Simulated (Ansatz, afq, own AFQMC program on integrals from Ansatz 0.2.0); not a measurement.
AFQMC on a folder of integrals that Ansatz 0.2.0 wrote.

```yaml
crystal:
  periodic: [false, false, false]
  atoms:
    - {symbol: O, position_ang: [0.053909, -0.002347, 0.000000]}
    - {symbol: H, position_ang: [-0.277338, 0.934360, 0.000002]}
    - {symbol: H, position_ang: [-0.289188, -0.448554, 0.883737]}
    - {symbol: H, position_ang: [-0.289189, -0.448551, -0.883738]}
basis:
  gaussian: {orbitals: "6-31++G**"}
total_charge: -1
magnetization: {spin_polarized: true, initial_magnetization: 2}
correlation: {method: ccsd_t, electrons: outside_noble_gas, hamiltonian_folder: ham}
```

```sh
$ ansatz run in.yaml --threads 1 --pin off --events-out ev --progress --plain --max-ram 1382MiB
```

Options of the walk:

```
--method phaseless --trial hf --walkers 120 --populations 1 --least-time 40 --time-step 0.005 --steps-per-block 20 --equilibration-blocks 112 --max-blocks 600 --target-error 0.00114 --factor-cut 1e-05 --start spin_pure --seed 9369 --taylor-order 6
```

Times are imaginary, in 1/Eh. The walk had a cap of 1086 s.

Log:

```
orbitals 36  electrons 6 4  factors 281 of 352
reference energy -76.44991079 Eh
CCSD correlation -0.22800553 Eh in 10 cycles, weight of the determinant in the CISD state 0.9274
energy of the start -76.449936 Eh
 block  time / (1/Eh)  mean weight  energy / Eh
     1     0.100  1.0026  -76.525166
     2     0.200  1.0013  -76.560441
     3     0.300  1.0026  -76.609287
     4     0.400  1.0006  -76.608895
     5     0.500  1.0005  -76.635878
     7     0.700  1.0022  -76.656577
     9     0.900  1.0011  -76.657663
    18     1.800  0.9987  -76.675005
    52     5.200  1.0013  -76.679664
    86     8.600  1.0008  -76.694173
   120    12.000  0.9980  -76.659079
   154    15.400  1.0010  -76.664891
   188    18.800  1.0017  -76.681069
   222    22.200  0.9998  -76.674750
   256    25.600  0.9996  -76.672747
   290    29.000  0.9990  -76.676308
   324    32.400  1.0020  -76.714835
   358    35.800  1.0000  -76.652541
   392    39.200  1.0004  -76.718639
   426    42.600  0.9995  -76.693972
   460    46.000  0.9999  -76.674314
   494    49.400  1.0016  -76.656851
   528    52.800  0.9981  -76.662899
   562    56.200  0.9995  -76.695785
   596    59.600  0.9980  -76.672170
   630    63.000  1.0004  -76.659851
   664    66.400  1.0020  -76.654139
   698    69.800  1.0016  -76.681212
blocks merged  error / Eh  count
     1  0.000936  600
     2  0.001214  300
     4  0.001538  150
     8  0.001819  75
    16  0.002169  37
    32  0.002248  18
    64  0.002397  9
energy -76.684302 +/- 0.002248 Eh
(rows thinned)
```

The run passed its tests (sampling time, drift between the halves within three errors, error under three times the target), which doesn't prove that it has relaxed.

Against this walk (error 61.2 meV) on the same determinant: CCSD(T) 45.9 meV higher (within the noise), CCSDT(Q) 21.8 meV higher (within the noise), a separate phaseless walk with a CISD trial and standard settings 6.0 ± 62.4 meV lower (within the noise). The error is statistical and leaves out the bias of the constraint.

Cautions: constraint bias not in the error; error above the target (61.2 against 31.0 meV); lower spins were not checked.

The walk took 3.2 min on 1 thread of Arm Neoverse V2, with other jobs on the host. The log's last line is the phaseless energy.

CCSDT and higher add their correlation energy to the determinant of the CCSD(T) run, since their own runs factorise the integrals more tightly (a shift of under 2 meV). A walk keeps the symmetry of its determinant, which the program's search chose and which needn't be the lowest solution, so a lower state of the same spin and another symmetry isn't excluded.
